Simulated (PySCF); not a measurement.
## Which determinant of Mg₂ lies lowest?

Unrestricted PBE0; Mg 6-31G(d,p); no relativity (PySCF 2.14). Outer shells of the fragments: Mg 3s2; Mg 3s2.

Followed along the bond (rough minima from three points):

```tsv
2Ms+1	unpaired	⟨S²⟩ at the start	R at minimum (Å)	Te (eV)
1	none	0.00	3.60	0.00
3	σ ↑, π ↑	2.03	2.77	1.44
3	σ ↑↑	2.00	3.02	1.54
1	σ ↑, π ↓	1.04	2.75	1.68
```

Solutions found at the starting distance of 2.710 Å, counted from the lowest of them; the search is not exhaustive and high or unbound solutions are not listed, so other states can lie among these:

```csv
2Ms+1,unpaired,term,E (eV),⟨S²⟩,⟨Lz²⟩
1,none,¹Σ⁺,0.00,0.00,0.00
3,"σ ↑, π ↑",³Π,1.03,2.03,1.00
3,σ ↑↑,³Σ⁺,1.27,2.00,0.00
1,"σ ↑, π ↓",mixed,1.27,1.04,1.01
3,π ↑↑,³Σ⁻,3.05,2.01,0.00
1,π ↑↓,mixed,3.18,1.01,2.02
1,none,mixed,3.65,0.00,2.00
3,π ↑↑,mixed,4.46,2.01,2.01
```

A term symbol is given only where ⟨S²⟩ and ⟨Lz²⟩ are close to those of a pure state; real π, δ and φ orbitals otherwise mix terms, and g/u labels are left off.

Question: Compare the gap between the two lowest followed solutions at the starting distance with the gap between their minima.

Answer: At PBE0 the second solution (triplet, unpaired electrons σ ↑, π ↑) lies +1.03 eV from the first (singlet, closed shell) at 2.710 Å and +1.44 eV at the minima; the two curves relax by different amounts, since their minima lie near 2.77 and 3.60 Å.

Counting both spins, an empty level lies below a filled one in some of these solutions, because spin and occupation are held.
